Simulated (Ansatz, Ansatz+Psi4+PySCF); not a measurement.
```xyz
3

O     0.0000    0.0000   -1.6992
C     0.0000    0.0000   -0.5205
S     0.0000    0.0000    1.0448
```

Basis set: cc-pVTZ on C, O; cc-pV(T+d)Z on S (spherical functions). Left uncorrelated: 7 orbitals. Charge 0, multiplicity 1.

Computed with Ansatz (development build ahead of 0.2.0); each method stands on the lowest determinant of its kind that the runs found. Restricted open shells among the atoms or ions are ROHF, correlated in semicanonical orbitals with singles.

(1) Give the atomization energy at this shape (free ground-state atoms in the same class of orbitals less the molecule, no zero-point energy) of singlet COS by RHF-CCSD(T), RHF-CCSD, RHF-MP2.

## Answers

(1)

```
     method  atomization energy
RHF-CCSD(T)       1345.3 kJ/mol
   RHF-CCSD       1287.2 kJ/mol
    RHF-MP2       1434.7 kJ/mol
```
